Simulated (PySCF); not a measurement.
**CH₃, SMILES `[CH3]` (charge 0, multiplicity 2)**

Computed with PBE0-D4/def2-TZVP in PySCF.

```
Item                                             Value
-----------------------------  -----------------------
highest occupied spin orbital                 -6.81 eV
dipole moment                                   0.00 D
total energy                               -39.7995 Ha
cost                           roughly 10 core-seconds
```

Bonded distances (Å): C1–H2 1.080, C1–H3 1.080, C1–H4 1.080. Bond angles (°): H2–C1–H3 120.0, H2–C1–H4 120.0, H3–C1–H4 120.0.
Charge 0, spin multiplicity 2.
